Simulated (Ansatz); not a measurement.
Geometry optimisation, UKS PBE0/6-31G* in Ansatz 0.2.0.

Input file:

```yaml
crystal:
  periodic: [false, false, false]
  atoms:
    - { symbol: Si, position_ang: [0.003588, 0.0, -0.070858] }
    - { symbol: Cl, position_ang: [0.030533, 0.0, 2.037208] }
    - { symbol: H, position_ang: [1.405241, 0.0, -0.554926] }
    - { symbol: H, position_ang: [-0.706906, 1.219438, -0.526031] }
    - { symbol: H, position_ang: [-0.706906, -1.219438, -0.526031] }
    - { symbol: H, position_ang: [-0.024149, 0.0, 4.612037] }
magnetization:
  spin_polarized: true
  initial_magnetization: 1
basis:
  gaussian: { orbitals: "6-31G*" }
hamiltonian:
  xc: pbe0
relax:
  f_tol: 0.03
  max_steps: 50
```

Command:

```bash
$ ansatz run input.yaml --threads 1 --pin off --max-ram 2048MiB --backend cpu --events-out ev --progress --plain --runs-dir out
```

Task: Where does it end, and by what steps?

Result: The forces met the threshold. The force dipped under the threshold on the way, but the program's further checks kept it going. After 7 steps the energy has fallen by 0.061 eV; H6 moved furthest, 0.80 Å.

```csv
step,energy less start (eV),largest force component (eV/Å),accepted
0,0.0000,0.817,yes
1,-0.0226,0.252,yes
2,-0.0448,0.173,yes
3,-0.0550,0.054,yes
4,-0.0588,0.024,yes
5,-0.0602,0.016,yes
6,-0.0606,0.016,yes
7,-0.0607,0.020,yes
```

```xyz
6
Properties=species:S:1:pos:R:3
Si 0.004 0.000 -0.217
Cl 0.028 0.000 1.846
H 1.405 0.000 -0.707
H -0.705 1.218 -0.681
H -0.705 -1.218 -0.681
H -0.027 0.000 5.412
```

Whether the end is a true minimum wasn't checked by a vibrational analysis.

Run time: 15 s on 1 thread of Arm Neoverse V2 (shared host), peak memory 0.11 GiB.
